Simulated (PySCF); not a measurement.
One ligand Y is varied and pulled off as a radical: Cd(OCH3)1–Y. Isolated molecules, 0 K electronic values unless said otherwise. One relaxed conformer stands for each flexible species; it need not be the lowest. Multiplicities are imposed; where one is given, others were not computed. Strings in code marks are SMILES.

All values below come from PySCF with r2SCAN-D4/def2-TZVP // r2SCAN-D4/def2-SVP. 

```csv
species,highest occupied spin orbital (eV),dipole moment (D)
free radical OH (`[OH]`),-7.57,1.76
free radical NH2 (`[NH2]`),…,1.96
free radical CH3 (`[CH3]`),…,0.00
free radical OCH3,-6.35,…
free radical N(CH3)2 (`C[N]C`),-5.98,1.71
free radical SH (`[SH]`),-6.40,0.91
```

Complete the blanks.


- free radical NH2 (`[NH2]`), highest occupied spin orbital (eV): -7.49
- free radical CH3 (`[CH3]`), highest occupied spin orbital (eV): -5.88
- free radical OCH3, dipole moment (D): 2.02
